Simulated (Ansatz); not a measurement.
Cost and result for the atomization energy of C4H10N2, SMILES `C1CNCCN1` (16 atoms, 16 bonds).

```
atom    x (Å)    y (Å)    z (Å)
  C1  -1.1724   0.3122  -0.6943
  C2  -0.2871   1.4006  -0.0512
  N3   0.9878   0.8067   0.3190
  C4   0.7901  -0.4688   0.9763
  C5   0.2943  -1.4696  -0.0843
  N6  -0.4094  -0.8191  -1.1816
  H7  -1.8899  -0.0685   0.0398
  H8  -1.7610   0.7366  -1.5108
  H9  -0.8215   1.8373   0.8102
 H10  -0.0981   2.2111  -0.7621
 H11   1.5253   1.4404   0.8930
 H12   0.0630  -0.4046   1.8055
 H13   1.7349  -0.8067   1.4084
 H14   1.1370  -2.0209  -0.5072
 H15  -0.3698  -2.2047   0.3844
 H16   0.2767  -0.4819  -1.8452
```

Charge 0, multiplicity 1. The structure was optimised at the PBE0-D4/def2-TZVP level. It is a higher conformer; a search finds a lower one. Program: Ansatz. All runs use 2 threads of an AMD EPYC 7R13 on a shared host and a share of an NVIDIA H100 80 GB. Times are those of one run each, without the atoms' runs, and a repeat can differ threefold. Electronic energies, without spin–orbit coupling; frozen cores. CCSD(T)/CBS adds CCSD(T) − MP2 in def2-TZVPP to the MP2 limit, and its time is that of the two runs behind it. T1 = 0.010. HSE06 is the plane-wave form, built on full-range PBE exchange.

CCSD(T)/CBS is a level of theory with its own doubt, some kJ/mol a heavy atom from the limit and from the frozen cores, so smaller differences don't rank the functionals.

```
                             level  functions  wall time  atomization (kJ/mol)  difference from CCSD(T)/CBS  per bond
                  CCSD(T)/def2-SVP        134      4.3 s                5938.9                       -295.7     -18.5
            LDA (SPW92)/def2-TZVPP        326        6 s                7205.4                        970.8      60.7
                    MP2/def2-QZVPP        642        6 s                6247.5                         12.9       0.8
r2SCAN-D4/def2-TZVPP (with forces)        326      6.5 s                6232.7                         -1.9      -0.1
             r2SCANh-D4/def2-TZVPP        326      6.5 s                6201.0                        -33.6      -2.1
           CAM-B3LYP-D4/def2-TZVPP        326        7 s                6287.5                         52.9       3.3
   PBE-D4/def2-TZVPP (with forces)        326      7.5 s                6409.6                        175.0      10.9
              revPBE-D4/def2-TZVPP        326      7.5 s                6259.4                         24.8       1.5
               HSE06-D4/def2-TZVPP        326      7.5 s                6303.4                         68.8       4.3
                BLYP-D4/def2-TZVPP        326        8 s                6246.6                         12.0       0.7
                ωB97X-V/def2-TZVPP        326       10 s                6270.6                         36.0       2.2
                CCSD(T)/def2-TZVPP        326       15 s                6072.2                       -162.4     -10.2
                 CCSD(T)/CBS(def2)          –       21 s                6234.6                          0.0       0.0
```

The D4 term adds +54.3 kJ/mol with B3LYP and +28.5 kJ/mol with PBE0; it sums over pairs of atoms, weighted by their polarisabilities, and B3LYP, whose exchange is more repulsive, gets the larger term. From BLYP to BHLYP (50 % exact exchange), in def2-TZVPP and without D4, the atomization energy moves by −134.3 kJ/mol: exact exchange takes away binding that semilocal exchange gives to molecules. In def2-TZVPP, CCSD(T) changes the Hartree–Fock value by +1634.5 kJ/mol (the triples alone add +92.0 kJ/mol) and MP2 by +1713.8 kJ/mol; breaking electron pairs costs correlation energy, which Hartree–Fock lacks.

B3LYP here is the variant with VWN-RPA as its local correlation; programs differ in this.
